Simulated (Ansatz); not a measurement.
Ansatz (an electronic-structure program) input (PBE0/def2-SVPD):

Ansatz 0.2 input:
```yaml
crystal:
  periodic: [false, false, false]
  atoms:
    - {symbol: N, position_ang: [-0.00000000, -0.00000000, -0.56338698]}
    - {symbol: O, position_ang: [0.00000000, 0.00000000, 0.49296360]}
basis:
  gaussian:
    orbitals: def2-SVPD
hamiltonian:
  xc: {name: PBE0}
total_charge: 1
magnetization: {spin_polarized: false}
```

Output:

```
Functional definition: PBE0
integrals: 0.00 GiB planned
360 factors; their error is unknown
mean field: 0.07 GiB planned
mean field evaluation 1: about -3514.4988 eV, gradient 5.0e1 eV
mean field evaluation 2: about -3500.0360 eV, gradient 1.1e2 eV
mean field evaluation 4: about -3518.4220 eV, gradient 7.6e-1 eV
mean field evaluation 8: about -3518.4244 eV, gradient 2.1e-1 eV
mean field -3518.42441321 eV, -129.2997123118 hartree, gradient 5.5e-6 eV, S^2 0.000000; 0 other end points of the search recorded, 0 dependent functions left out
reference -3518.42442465 eV, -129.2997127321 hartree; 7, 7 occupied and 36, 36 virtual orbitals, 360 factors
Total energy: -3518.42442465 eV, -129.2997127321 hartree
```
